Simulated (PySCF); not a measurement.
Diphosphorus tetrafluoride, P₂F₄.
Bonds: F1–P2, P2–F3, P2–P4, P4–F5, P4–F6.

Torsions of this conformer, `[F:1][P:2]([F:3])[P:4]([F:5])[F:6]`: F1–P2–P4–F5 -179°.

The closed-shell ground state was solved at several levels (PySCF, density fitting, gas phase, non-relativistic). The structure is a single PBE0-D3(BJ)/def2-SVP conformer in the gas phase; no vibrational or solvent corrections.

```tsv
level	basis functions	HOMO (eV)	LUMO (eV)	gap (eV)	dipole (D)
PBE0/pcSseg-1	116	-7.49	-1.76	5.73	0.05
CAM-B3LYP/def2-SVPD	140	-8.90	-0.87	8.03	0.04
```

Q: Estimate the row for KT2/pcSseg-2, a basis of 230 functions; the other rows only guide the guess.

A: HOMO -6.34 eV, LUMO -2.90 eV, gap 3.44 eV, dipole 0.04 D.

Q: Over all these levels, which gives the widest orbital gap and which the narrowest?

A: CAM-B3LYP/def2-SVPD (range-separated hybrid) has the widest, 8.03 eV, and KT2/pcSseg-2 (GGA) the narrowest, 3.44 eV. Functional and basis both differ between the two, so the spread mixes both effects.

Q: How far do the dipole and the HOMO energy spread over the levels?

A: The dipole runs from 0.04 to 0.05 D (mean 0.05 D) and the HOMO from -8.90 to -6.34 eV.
